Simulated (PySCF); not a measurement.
# Core binding energy against partial charge

Species: 2-fluorothiophene, C4H3FS.
Numbering: `[F:1][c:2]1[cH:3][cH:4][cH:5][s:6]1`

Binding energies: delta-SCF UKS SCAN, pcX-2 on the ionised atom, pcseg-1 elsewhere, spin-free X2C in PySCF. Charges: PBE0/pcSseg-1 ground-state density, for the ionised atom.

```tsv
atom	environment	C 1s (eV)	Mulliken (e)	IAO (e)	Hirshfeld (e)	ESP (e)
C3	aromatic CH carbon	290.61	-0.126	-0.236	-0.096	-0.237
C4	aromatic CH carbon	290.68	-0.051	-0.173	-0.069	-0.184
C5	aromatic CH next to a ring sulfur	290.87	-0.291	-0.328	-0.090	-0.331
C2	aromatic C–F carbon	293.11	+0.129	+0.135	+0.054	+0.172
```

Task: Give the correlation coefficient and slope of binding energy on charge for each scheme.

Result: Hirshfeld: r = 0.98, slope 16.8 eV per e; ESP: r = 0.94, slope 5.1 eV per e; IAO: r = 0.92, slope 5.5 eV per e; Mulliken: r = 0.77, slope 5.3 eV per e. Hirshfeld charges have the highest r, on only 4 points.

Task: The point-charge model writes a binding energy as kq + V + constant, with V the potential of the other atoms' charges at the site. What does it give with the ESP charges?

Result: V = Σ 14.40 eV Å × q/r over all other atoms: +2.42 eV at C3, +0.50 eV at C4, +3.15 eV at C5, -3.20 eV at C2. Fitting binding energy − V to q gives k = 17.8 eV per e and leaves an rms residual of 0.47 eV, against 0.36 eV for the fit on q alone. The model has no term for differences in relaxation between sites.

Isolated species at its GFN2-xTB geometry, gas phase.
